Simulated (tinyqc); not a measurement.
Inside a calculation (part 2 of 2). Method: UHF in the sto-3g basis, for H2F+, spin multiplicity 1. Computed by tinyqc, a small Python program that keeps every step (integrals from PySCF). Command: `OMP_NUM_THREADS=1 python tinyqc.py 28869 28870 out.jsonl` (the two numbers bound the seeds that draw the settings). One thread of a shared host (Intel(R) Xeon(R) Processor @ 2.60GHz), about 0.1 s of CPU time with the checks.

Geometry (angstrom):
```
atom         x          y         z
F     0.000000   0.000000  0.000000
H     0.000000   1.011000  0.574000
H     0.000000  -1.011000  0.574000
```

## Iteration 2: building the Fock matrix

D(alpha) after iteration 1, order 1F 1s, 1F 2s, 1F 2px, 1F 2py, 1F 2pz, 2H 1s, 3H 1s:
```
[[1.059679, -0.253429, 0.035306, 0.000000, 0.008753, 0.005576, 0.005576],
 [-0.253429, 1.088938, -0.211389, 0.000000, -0.043407, -0.068487, -0.068487],
 [0.035306, -0.211389, 0.765706, 0.000000, -0.147669, 0.312295, 0.312295],
 [0.000000, 0.000000, 0.000000, 0.766352, 0.000000, 0.177803, -0.177803],
 [0.008753, -0.043407, -0.147669, 0.000000, 0.943667, 0.053578, 0.053578],
 [0.005576, -0.068487, 0.312295, 0.177803, 0.053578, 0.183569, 0.101064],
 [0.005576, -0.068487, 0.312295, -0.177803, 0.053578, 0.101064, 0.183569]]
```

D(beta) after iteration 1, order 1F 1s, 1F 2s, 1F 2px, 1F 2py, 1F 2pz, 2H 1s, 3H 1s:
```
[[1.059679, -0.253429, -0.035306, 0.000000, 0.008753, 0.005576, 0.005576],
 [-0.253429, 1.088938, 0.211389, 0.000000, -0.043407, -0.068487, -0.068487],
 [-0.035306, 0.211389, 0.765706, 0.000000, 0.147669, -0.312295, -0.312295],
 [0.000000, 0.000000, 0.000000, 0.766352, 0.000000, 0.177803, -0.177803],
 [0.008753, -0.043407, 0.147669, 0.000000, 0.943667, 0.053578, 0.053578],
 [0.005576, -0.068487, -0.312295, 0.177803, 0.053578, 0.183569, 0.101064],
 [0.005576, -0.068487, -0.312295, -0.177803, 0.053578, 0.101064, 0.183569]]
```

core Hamiltonian H = T + V (hartree), order 1F 1s, 1F 2s, 1F 2px, 1F 2py, 1F 2pz, 2H 1s, 3H 1s:
```
[[-40.935351, -9.606320, 0.000000, 0.000000, -0.009250, -1.119320, -1.119320],
 [-9.606320, -11.412593, 0.000000, 0.000000, -0.114763, -2.706415, -2.706415],
 [0.000000, 0.000000, -9.067572, 0.000000, 0.000000, 0.000000, 0.000000],
 [0.000000, 0.000000, 0.000000, -9.163354, 0.000000, -1.650353, 1.650353],
 [-0.009250, -0.114763, 0.000000, 0.000000, -9.098447, -0.961133, -0.961133],
 [-1.119320, -2.706415, 0.000000, -1.650353, -0.961133, -4.758478, -0.754647],
 [-1.119320, -2.706415, 0.000000, 1.650353, -0.961133, -0.754647, -4.758478]]
```

nuclear repulsion = 8.45484324 hartree

Given earlier and not repeated: Two-electron integrals (ij|kl) in chemists' order.

J_ij = sum D_kl (ij|kl) with D = D(alpha) + D(beta), K_ij = sum D_kl (ik|jl) for each spin; F = H + J - K(s); E = tr D H + tr D J / 2 - 0.5 sum_s tr D(s) K(s) + E_nn.

Coulomb J (hartree), order 1F 1s, 1F 2s, 1F 2px, 1F 2py, 1F 2pz, 2H 1s, 3H 1s:
```
[[20.108804, 3.826323, 0.000000, 0.000000, 0.000360, 0.444380, 0.444380],
 [3.826323, 9.467049, 0.000000, 0.000000, 0.029247, 2.234487, 2.234487],
 [0.000000, 0.000000, 9.426353, 0.000000, 0.000000, 0.000000, 0.000000],
 [0.000000, 0.000000, 0.000000, 9.471254, 0.000000, 1.479639, -1.479639],
 [0.000360, 0.029247, 0.000000, 0.000000, 9.477008, 0.848617, 0.848617],
 [0.444380, 2.234487, 0.000000, 1.479639, 0.848617, 4.476099, 0.633719],
 [0.444380, 2.234487, 0.000000, -1.479639, 0.848617, 0.633719, 4.476099]]
```

exchange K(alpha) (hartree), order 1F 1s, 1F 2s, 1F 2px, 1F 2py, 1F 2pz, 2H 1s, 3H 1s:
```
[[5.537721, 0.952603, -0.000309, 0.000000, 0.000987, 0.117175, 0.117175],
 [0.952603, 1.533096, -0.066595, 0.000000, -0.009691, 0.379475, 0.379475],
 [-0.000309, -0.066595, 1.086125, 0.000000, -0.086890, 0.092009, 0.092009],
 [0.000000, 0.000000, 0.000000, 1.203721, 0.000000, 0.263870, -0.263870],
 [0.000987, -0.009691, -0.086890, 0.000000, 1.279156, 0.150148, 0.150148],
 [0.117175, 0.379475, 0.092009, 0.263870, 0.150148, 0.335120, 0.088854],
 [0.117175, 0.379475, 0.092009, -0.263870, 0.150148, 0.088854, 0.335120]]
```

exchange K(beta) (hartree), order 1F 1s, 1F 2s, 1F 2px, 1F 2py, 1F 2pz, 2H 1s, 3H 1s:
```
[[5.537721, 0.952603, 0.000309, 0.000000, 0.000987, 0.117175, 0.117175],
 [0.952603, 1.533096, 0.066595, 0.000000, -0.009691, 0.379475, 0.379475],
 [0.000309, 0.066595, 1.086125, 0.000000, 0.086890, -0.092009, -0.092009],
 [0.000000, 0.000000, 0.000000, 1.203721, 0.000000, 0.263870, -0.263870],
 [0.000987, -0.009691, 0.086890, 0.000000, 1.279156, 0.150148, 0.150148],
 [0.117175, 0.379475, -0.092009, 0.263870, 0.150148, 0.335120, 0.088854],
 [0.117175, 0.379475, -0.092009, -0.263870, 0.150148, 0.088854, 0.335120]]
```

F(alpha) (hartree), order 1F 1s, 1F 2s, 1F 2px, 1F 2py, 1F 2pz, 2H 1s, 3H 1s:
```
[[-26.364268, -6.732601, 0.000309, 0.000000, -0.009877, -0.792115, -0.792115],
 [-6.732601, -3.478641, 0.066595, 0.000000, -0.075825, -0.851403, -0.851403],
 [0.000309, 0.066595, -0.727344, 0.000000, 0.086890, -0.092009, -0.092009],
 [0.000000, 0.000000, 0.000000, -0.895821, 0.000000, -0.434584, 0.434584],
 [-0.009877, -0.075825, 0.086890, 0.000000, -0.900595, -0.262664, -0.262664],
 [-0.792115, -0.851403, -0.092009, -0.434584, -0.262664, -0.617499, -0.209782],
 [-0.792115, -0.851403, -0.092009, 0.434584, -0.262664, -0.209782, -0.617499]]
```

F(beta) (hartree), order 1F 1s, 1F 2s, 1F 2px, 1F 2py, 1F 2pz, 2H 1s, 3H 1s:
```
[[-26.364268, -6.732601, -0.000309, 0.000000, -0.009877, -0.792115, -0.792115],
 [-6.732601, -3.478641, -0.066595, 0.000000, -0.075825, -0.851403, -0.851403],
 [-0.000309, -0.066595, -0.727344, 0.000000, -0.086890, 0.092009, 0.092009],
 [0.000000, 0.000000, 0.000000, -0.895821, 0.000000, -0.434584, 0.434584],
 [-0.009877, -0.075825, -0.086890, 0.000000, -0.900595, -0.262664, -0.262664],
 [-0.792115, -0.851403, 0.092009, -0.434584, -0.262664, -0.617499, -0.209782],
 [-0.792115, -0.851403, 0.092009, 0.434584, -0.262664, -0.209782, -0.617499]]
```

total energy of this density = -98.57421359 hartree

## Iteration 2: DIIS over 2 matrices

error matrix X^T (FDS - SDF) X (alpha):
```
[[0.000000, -0.000234, 0.007368, 0.000000, -0.000380, -0.005419, -0.005419],
 [0.000234, 0.000000, -0.066857, 0.000000, 0.001234, 0.051220, 0.051220],
 [-0.007368, 0.066857, 0.000000, 0.000000, 0.069767, -0.064423, -0.064423],
 [0.000000, 0.000000, 0.000000, 0.000000, 0.000000, 0.096493, -0.096493],
 [0.000380, -0.001234, -0.069767, 0.000000, 0.000000, 0.054639, 0.054639],
 [0.005419, -0.051220, 0.064423, -0.096493, -0.054639, 0.000000, 0.000000],
 [0.005419, -0.051220, 0.064423, 0.096493, -0.054639, 0.000000, 0.000000]]
```

B (overlaps of the stored error matrices):
```
[[6.4947740e-01, 3.1736023e-01],
 [3.1736023e-01, 1.9036911e-01]]
```

Minimise |sum c_i e_i|^2 with sum c_i = 1: solve [B -1; -1 0][c; lambda] = [0; -1] with B_ij = tr e_i^T e_j summed over both spins, and take F = sum c_i F_i.

DIIS coefficients: [-0.619088, 1.619088]

extrapolated F(alpha) (hartree), order 1F 1s, 1F 2s, 1F 2px, 1F 2py, 1F 2pz, 2H 1s, 3H 1s:
```
[[-26.503181, -6.760628, -0.000722, 0.000000, -0.013516, -0.795629, -0.795629],
 [-6.760628, -3.528564, 0.111997, 0.000000, -0.071828, -0.889134, -0.889134],
 [-0.000722, 0.111997, -0.861286, 0.000000, 0.144820, -0.064158, -0.064158],
 [0.000000, 0.000000, 0.000000, -0.896659, 0.000000, -0.495777, 0.495777],
 [-0.013516, -0.071828, 0.144820, 0.000000, -0.938412, -0.294221, -0.294221],
 [-0.795629, -0.889134, -0.064158, -0.495777, -0.294221, -0.658660, -0.196420],
 [-0.795629, -0.889134, -0.064158, 0.495777, -0.294221, -0.196420, -0.658660]]
```

extrapolated F(beta) (hartree), order 1F 1s, 1F 2s, 1F 2px, 1F 2py, 1F 2pz, 2H 1s, 3H 1s:
```
[[-26.503181, -6.760628, 0.000722, 0.000000, -0.013516, -0.795629, -0.795629],
 [-6.760628, -3.528564, -0.111997, 0.000000, -0.071828, -0.889134, -0.889134],
 [0.000722, -0.111997, -0.861286, 0.000000, -0.144820, 0.064158, 0.064158],
 [0.000000, 0.000000, 0.000000, -0.896659, 0.000000, -0.495777, 0.495777],
 [-0.013516, -0.071828, -0.144820, 0.000000, -0.938412, -0.294221, -0.294221],
 [-0.795629, -0.889134, 0.064158, -0.495777, -0.294221, -0.658660, -0.196420],
 [-0.795629, -0.889134, 0.064158, 0.495777, -0.294221, -0.196420, -0.658660]]
```

## Iteration 2: diagonalisation and new density

X, order 1F 1s, 1F 2s, 1F 2px, 1F 2py, 1F 2pz, 2H 1s, 3H 1s:
```
[[1.023277, -0.132046, 0.000000, 0.000000, -0.003561, 0.015071, 0.015071],
 [-0.132046, 1.099186, 0.000000, 0.000000, 0.031874, -0.162789, -0.162789],
 [0.000000, 0.000000, 1.000000, 0.000000, 0.000000, 0.000000, 0.000000],
 [0.000000, 0.000000, 0.000000, 1.046252, 0.000000, -0.133510, 0.133510],
 [-0.003561, 0.031874, 0.000000, 0.000000, 1.013192, -0.067649, -0.067649],
 [0.015071, -0.162789, 0.000000, -0.133510, -0.067649, 1.070567, -0.043651],
 [0.015071, -0.162789, 0.000000, 0.133510, -0.067649, -0.043651, 1.070567]]
```

Diagonalise F' = X^T F X, C = X C', fill 5 alpha and 5 beta electrons from the bottom; D(s) = C_occ C_occ^T. Each column has its largest component positive (the first on a tie).

F' = X^T F X (alpha) (hartree):
```
[[-26.028235, -3.424424, -0.017977, 0.000000, -0.027165, -0.067984, -0.067984],
 [-3.424424, -2.239945, 0.148706, 0.000000, 0.016076, -0.377711, -0.377711],
 [-0.017977, 0.148706, -0.861286, 0.000000, 0.158983, -0.093924, -0.093924],
 [0.000000, 0.000000, 0.000000, -0.720989, 0.000000, -0.401615, 0.401615],
 [-0.027165, 0.016076, 0.158983, 0.000000, -0.890521, -0.204895, -0.204895],
 [-0.067984, -0.377711, -0.093924, -0.401615, -0.204895, -0.364954, -0.054132],
 [-0.067984, -0.377711, -0.093924, 0.401615, -0.204895, -0.054132, -0.364954]]
```

orbital energies (alpha) (hartree): [-26.512516, -1.948973, -1.119767, -1.036983, -0.864191, -0.076410, 0.087956]

coefficients C (alpha), order 1F 1s, 1F 2s, 1F 2px, 1F 2py, 1F 2pz, 2H 1s, 3H 1s:
```
[[0.994871, -0.252191, 0.000000, 0.046888, 0.028278, 0.092910, 0.000000],
 [0.021492, 0.965409, 0.000000, -0.201558, -0.177543, -0.524441, 0.000000],
 [-0.000089, -0.102168, 0.000000, -0.502235, 0.814821, -0.270902, 0.000000],
 [0.000000, 0.000000, 0.747777, 0.000000, 0.000000, 0.000000, 0.755726],
 [0.001358, 0.086522, 0.000000, 0.827815, 0.369730, -0.455272, 0.000000],
 [-0.003175, 0.075658, 0.343461, 0.070415, 0.280610, 0.684943, -0.721527],
 [-0.003175, 0.075658, -0.343461, 0.070415, 0.280610, 0.684943, 0.721527]]
```

F' = X^T F X (beta) (hartree):
```
[[-26.028235, -3.424424, 0.017977, 0.000000, -0.027165, -0.067984, -0.067984],
 [-3.424424, -2.239945, -0.148706, 0.000000, 0.016076, -0.377711, -0.377711],
 [0.017977, -0.148706, -0.861286, 0.000000, -0.158983, 0.093924, 0.093924],
 [0.000000, 0.000000, 0.000000, -0.720989, 0.000000, -0.401615, 0.401615],
 [-0.027165, 0.016076, -0.158983, 0.000000, -0.890521, -0.204895, -0.204895],
 [-0.067984, -0.377711, 0.093924, -0.401615, -0.204895, -0.364954, -0.054132],
 [-0.067984, -0.377711, 0.093924, 0.401615, -0.204895, -0.054132, -0.364954]]
```

orbital energies (beta) (hartree): [-26.512516, -1.948973, -1.119767, -1.036983, -0.864191, -0.076410, 0.087956]

coefficients C (beta), order 1F 1s, 1F 2s, 1F 2px, 1F 2py, 1F 2pz, 2H 1s, 3H 1s:
```
[[0.994871, -0.252191, 0.000000, 0.046888, -0.028278, 0.092910, 0.000000],
 [0.021492, 0.965409, 0.000000, -0.201558, 0.177543, -0.524441, 0.000000],
 [0.000089, 0.102168, 0.000000, 0.502235, 0.814821, 0.270902, 0.000000],
 [0.000000, 0.000000, 0.747777, 0.000000, 0.000000, 0.000000, 0.755726],
 [0.001358, 0.086522, 0.000000, 0.827815, -0.369730, -0.455272, 0.000000],
 [-0.003175, 0.075658, 0.343461, 0.070415, -0.280610, 0.684943, -0.721527],
 [-0.003175, 0.075658, -0.343461, 0.070415, -0.280610, 0.684943, 0.721527]]
```

D(alpha) after iteration 2, order 1F 1s, 1F 2s, 1F 2px, 1F 2py, 1F 2pz, 2H 1s, 3H 1s:
```
[[1.056367, -0.236558, 0.025170, 0.000000, 0.028801, -0.011002, -0.011002],
 [-0.236558, 1.004624, -0.142072, 0.000000, -0.148938, 0.008960, 0.008960],
 [0.025170, -0.142072, 0.926612, 0.000000, -0.123334, 0.185552, 0.185552],
 [0.000000, 0.000000, 0.000000, 0.559170, 0.000000, 0.256832, -0.256832],
 [0.028801, -0.148938, -0.123334, 0.000000, 0.829466, 0.168582, 0.168582],
 [-0.011002, 0.008960, 0.185552, 0.256832, 0.168582, 0.207400, -0.028531],
 [-0.011002, 0.008960, 0.185552, -0.256832, 0.168582, -0.028531, 0.207400]]
```

D(beta) after iteration 2, order 1F 1s, 1F 2s, 1F 2px, 1F 2py, 1F 2pz, 2H 1s, 3H 1s:
```
[[1.056367, -0.236558, -0.025170, 0.000000, 0.028801, -0.011002, -0.011002],
 [-0.236558, 1.004624, 0.142072, 0.000000, -0.148938, 0.008960, 0.008960],
 [-0.025170, 0.142072, 0.926612, 0.000000, 0.123334, -0.185552, -0.185552],
 [0.000000, 0.000000, 0.000000, 0.559170, 0.000000, 0.256832, -0.256832],
 [0.028801, -0.148938, 0.123334, 0.000000, 0.829466, 0.168582, 0.168582],
 [-0.011002, 0.008960, -0.185552, 0.256832, 0.168582, 0.207400, -0.028531],
 [-0.011002, 0.008960, -0.185552, -0.256832, 0.168582, -0.028531, 0.207400]]
```

## Iteration 10 (converged): orbitals

converged F(alpha) (hartree), order 1F 1s, 1F 2s, 1F 2px, 1F 2py, 1F 2pz, 2H 1s, 3H 1s:
```
[[-26.523624, -6.765527, 0.000000, 0.000000, -0.018361, -0.796150, -0.796150],
 [-6.765527, -3.537848, -0.000003, 0.000000, -0.067738, -0.882968, -0.882968],
 [0.000000, -0.000003, -0.967002, 0.000000, -0.000005, 0.000003, 0.000003],
 [0.000000, 0.000000, 0.000000, -0.852156, 0.000000, -0.463508, 0.463508],
 [-0.018361, -0.067738, -0.000005, 0.000000, -0.905348, -0.306516, -0.306516],
 [-0.796150, -0.882968, 0.000003, -0.463508, -0.306516, -0.658876, -0.191641],
 [-0.796150, -0.882968, 0.000003, 0.463508, -0.306516, -0.191641, -0.658876]]
```

converged F(beta) (hartree), order 1F 1s, 1F 2s, 1F 2px, 1F 2py, 1F 2pz, 2H 1s, 3H 1s:
```
[[-26.523624, -6.765527, 0.000000, 0.000000, -0.018361, -0.796150, -0.796150],
 [-6.765527, -3.537848, 0.000003, 0.000000, -0.067738, -0.882968, -0.882968],
 [0.000000, 0.000003, -0.967002, 0.000000, 0.000005, -0.000003, -0.000003],
 [0.000000, 0.000000, 0.000000, -0.852156, 0.000000, -0.463508, 0.463508],
 [-0.018361, -0.067738, 0.000005, 0.000000, -0.905348, -0.306516, -0.306516],
 [-0.796150, -0.882968, -0.000003, -0.463508, -0.306516, -0.658876, -0.191641],
 [-0.796150, -0.882968, -0.000003, 0.463508, -0.306516, -0.191641, -0.658876]]
```

As before.

F' = X^T F X (alpha) (hartree):
```
[[-26.048515, -3.425511, 0.000000, 0.000000, -0.033106, -0.068564, -0.068564],
 [-3.425511, -2.253696, -0.000004, 0.000000, 0.025275, -0.370714, -0.370714],
 [0.000000, -0.000004, -0.967002, 0.000000, -0.000006, 0.000004, 0.000004],
 [0.000000, 0.000000, 0.000000, -0.690482, 0.000000, -0.368320, 0.368320],
 [-0.033106, 0.025275, -0.000006, 0.000000, -0.852930, -0.220757, -0.220757],
 [-0.068564, -0.370714, 0.000004, -0.368320, -0.220757, -0.374801, -0.040162],
 [-0.068564, -0.370714, 0.000004, 0.368320, -0.220757, -0.040162, -0.374801]]
```

orbital energies (alpha) (hartree): [-26.532971, -1.942815, -1.062992, -0.975698, -0.967002, -0.118621, 0.037871]

coefficients C (alpha), order 1F 1s, 1F 2s, 1F 2px, 1F 2py, 1F 2pz, 2H 1s, 3H 1s:
```
[[0.994870, -0.253744, 0.000000, 0.051369, -0.000015, 0.090604, 0.000000],
 [0.021505, 0.970989, 0.000000, -0.254781, 0.000077, -0.521024, 0.000000],
 [0.000000, 0.000003, 0.000000, 0.000294, 1.000000, 0.000009, 0.000000],
 [0.000000, 0.000000, 0.741189, 0.000000, 0.000000, 0.000000, 0.762189],
 [0.001544, 0.067524, 0.000000, 0.893562, -0.000259, -0.483449, 0.000000],
 [-0.003205, 0.077891, 0.349711, 0.218235, -0.000071, 0.710548, -0.718518],
 [-0.003205, 0.077891, -0.349711, 0.218235, -0.000071, 0.710548, 0.718518]]
```

F' = X^T F X (beta) (hartree):
```
[[-26.048515, -3.425511, 0.000000, 0.000000, -0.033106, -0.068564, -0.068564],
 [-3.425511, -2.253696, 0.000004, 0.000000, 0.025275, -0.370714, -0.370714],
 [0.000000, 0.000004, -0.967002, 0.000000, 0.000006, -0.000004, -0.000004],
 [0.000000, 0.000000, 0.000000, -0.690482, 0.000000, -0.368320, 0.368320],
 [-0.033106, 0.025275, 0.000006, 0.000000, -0.852930, -0.220757, -0.220757],
 [-0.068564, -0.370714, -0.000004, -0.368320, -0.220757, -0.374801, -0.040162],
 [-0.068564, -0.370714, -0.000004, 0.368320, -0.220757, -0.040162, -0.374801]]
```

orbital energies (beta) (hartree): [-26.532971, -1.942815, -1.062992, -0.975698, -0.967002, -0.118621, 0.037871]

coefficients C (beta), order 1F 1s, 1F 2s, 1F 2px, 1F 2py, 1F 2pz, 2H 1s, 3H 1s:
```
[[0.994870, -0.253744, 0.000000, 0.051369, 0.000015, 0.090604, 0.000000],
 [0.021505, 0.970989, 0.000000, -0.254781, -0.000077, -0.521024, 0.000000],
 [0.000000, -0.000003, 0.000000, -0.000294, 1.000000, -0.000009, 0.000000],
 [0.000000, 0.000000, 0.741189, 0.000000, 0.000000, 0.000000, 0.762189],
 [0.001544, 0.067524, 0.000000, 0.893562, 0.000259, -0.483449, 0.000000],
 [-0.003205, 0.077891, 0.349711, 0.218235, 0.000071, 0.710548, -0.718518],
 [-0.003205, 0.077891, -0.349711, 0.218235, 0.000071, 0.710548, 0.718518]]
```

D(alpha) after iteration 10, order 1F 1s, 1F 2s, 1F 2px, 1F 2py, 1F 2pz, 2H 1s, 3H 1s:
```
[[1.056791, -0.238077, -0.000001, 0.000000, 0.030304, -0.011743, -0.011743],
 [-0.238077, 1.008195, 0.000005, 0.000000, -0.162064, 0.019960, 0.019960],
 [-0.000001, 0.000005, 1.000000, 0.000000, 0.000005, -0.000007, -0.000007],
 [0.000000, 0.000000, 0.000000, 0.549360, 0.000000, 0.259202, -0.259202],
 [0.030304, -0.162064, 0.000005, 0.000000, 0.803015, 0.200261, 0.200261],
 [-0.011743, 0.019960, -0.000007, 0.259202, 0.200261, 0.176001, -0.068594],
 [-0.011743, 0.019960, -0.000007, -0.259202, 0.200261, -0.068594, 0.176001]]
```

D(beta) after iteration 10, order 1F 1s, 1F 2s, 1F 2px, 1F 2py, 1F 2pz, 2H 1s, 3H 1s:
```
[[1.056791, -0.238077, 0.000001, 0.000000, 0.030304, -0.011743, -0.011743],
 [-0.238077, 1.008195, -0.000005, 0.000000, -0.162064, 0.019960, 0.019960],
 [0.000001, -0.000005, 1.000000, 0.000000, -0.000005, 0.000007, 0.000007],
 [0.000000, 0.000000, 0.000000, 0.549360, 0.000000, 0.259202, -0.259202],
 [0.030304, -0.162064, -0.000005, 0.000000, 0.803015, 0.200261, 0.200261],
 [-0.011743, 0.019960, 0.000007, 0.259202, 0.200261, 0.176001, -0.068594],
 [-0.011743, 0.019960, 0.000007, -0.259202, 0.200261, -0.068594, 0.176001]]
```

## Convergence

Stop when the energy changes by less than 1e-08 hartree and every element of the error matrix X^T (F D S - S D F) X (for each spin) is below 3e-05.

Course of the cycle:
```
iteration   E (hartree)     change  largest element of the error matrix
1          -97.95204511          -                             2.18e-01
2          -98.57421359  -6.22e-01                             9.65e-02
3          -98.75569833  -1.81e-01                             5.90e-02
4          -98.78742466  -3.17e-02                             3.68e-02
5          -98.80353615  -1.61e-02                             1.98e-02
6          -98.80558990  -2.05e-03                             5.83e-03
7          -98.80586414  -2.74e-04                             7.11e-04
8          -98.80586868  -4.54e-06                             1.97e-04
9          -98.80586884  -1.58e-07                             1.77e-05
10         -98.80586884  -5.62e-09                             2.99e-06
```

PySCF UHF in the same basis, after a stability check = -98.80586884 hartree

Converged in 10 iterations.

## Populations, bond orders and dipole

overlap S, order 1F 1s, 1F 2s, 1F 2px, 1F 2py, 1F 2pz, 2H 1s, 3H 1s:
```
[[1.000000, 0.237990, 0.000000, 0.000000, 0.000000, 0.027499, 0.027499],
 [0.237990, 1.000000, 0.000000, 0.000000, 0.000000, 0.302306, 0.302306],
 [0.000000, 0.000000, 1.000000, 0.000000, 0.000000, 0.000000, 0.000000],
 [0.000000, 0.000000, 0.000000, 1.000000, 0.000000, 0.225854, -0.225854],
 [0.000000, 0.000000, 0.000000, 0.000000, 1.000000, 0.128229, 0.128229],
 [0.027499, 0.302306, 0.000000, 0.225854, 0.128229, 1.000000, 0.114976],
 [0.027499, 0.302306, 0.000000, -0.225854, 0.128229, 0.114976, 1.000000]]
```

Mulliken: Z minus the diagonal of D S on the atom; Loewdin: the same with S^(1/2) D S^(1/2); Mayer order: 2 sum_s sum (D(s) S)_ij (D(s) S)_ji over the two atoms.

Charges (e):
```
atom  Mulliken   Loewdin  Mulliken spin
1F    0.032187  0.126478              0
2H    0.483906  0.436761              0
3H    0.483906  0.436761              0
```

Mayer bond orders:
```
pair     order
2-1   0.743028
3-1   0.743028
3-2   0.022807
```

dipole moment about the origin, x y z (debye): [0.000000, 0.000000, 3.065833]

<S^2> of the determinant (pure state: 0) = 3.53e-10
